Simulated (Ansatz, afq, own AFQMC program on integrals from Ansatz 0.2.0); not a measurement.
**LiPH2, triplet in cc-pVDZ along one coordinate**

```yaml
atoms:
  - { symbol: P, position_ang: [0.0000, 0.0261, 0.4855] }
  - { symbol: Li, position_ang: [0.0000, -0.0023, -2.5809] }
  - { symbol: H, position_ang: [0.0000, 0.5512, 1.9694] }
  - { symbol: H, position_ang: [0.0000, -1.3373, 0.8833] }
```

The P1–H3 distance is changed with both sides rigid. Energies in mEh count from this geometry (1.574 Å) at the same level; the start stands on UHF, each point on the determinant named.

Basis cc-pVDZ. Noble-gas cores (and the filled d shells of Ga–Kr and In–Xe) are frozen. Integrals, coupled cluster, full CI and functionals: Ansatz 0.2.0; the random walks run on the same integrals in our own AFQMC program. ph-AFQMC/CISD is guided by a CISD state made of CCSD amplitudes; releasing the constraint for a short imaginary time cuts its bias at the price of noise, slowly where states lie close. Uncertainties: one standard error, sampling alone.

Cautions, each for one point or more: a spin-contaminated unrestricted determinant lies lower; higher spins were not checked; lower spins were not checked; raised T1 diagnostic; unrestricted determinant spin contaminated.

```csv
r(P1–H3) / Å,det.,T1,weight,⟨S²⟩,CCSD(T),ph-AFQMC/CISD,released AFQMC,CCSDT(Q),wB97M-V,CCSD
1.265,UHF,0.015,0.92,2.01,9.0,9.0 ± 0.3,9.1 ± 0.4,9.1,9.3,8.5
1.964,UHF,0.047,0.86,2.12,39.3,39.4 ± 0.4,39.2 ± 0.5*,38.7,38.2,40.7
2.691,UHF,0.042,0.87,2.11,74.8,74.5 ± 0.4,–,73.9,70.8,76.0
3.856,ROHF,0.034,0.89,pure,76.2,75.9 ± 0.5,75.1 ± 0.5,75.7,74.2,77.1
```

Weight is that of the determinant in the CISD state; at the start T1 is 0.019 and the weight 0.91, and ⟨S²⟩ is 2.02. An asterisk marks released energies that aren't shown to be converged. A dash marks a missing value, a released energy that hasn't settled or a functional that sits on another state. Largest departures from CCSDT(Q), at the points where its series has closed: CCSD(T) 1.0 mEh at 2.691 (on UHF), ph-AFQMC/CISD 0.7 mEh at 1.964 (on UHF) (within the noise), released AFQMC -0.6 mEh at 3.856 (on ROHF) (within the noise), wB97M-V -3.1 mEh at 2.691, CCSD 2.2 mEh at 2.691 (on UHF). Functionals count only at points shown to share the start's state and spin. In this small basis the wave-function levels are far from their limit, so their gap to the functionals isn't the functionals' error.

Some points may be missing: those where a free walk finds a much lower state, and past Zn most of those on another determinant than at the start.

A walk keeps the symmetry of its determinant, which the program's search chose and which needn't be the lowest solution, so a lower state of the same spin and another symmetry isn't excluded.
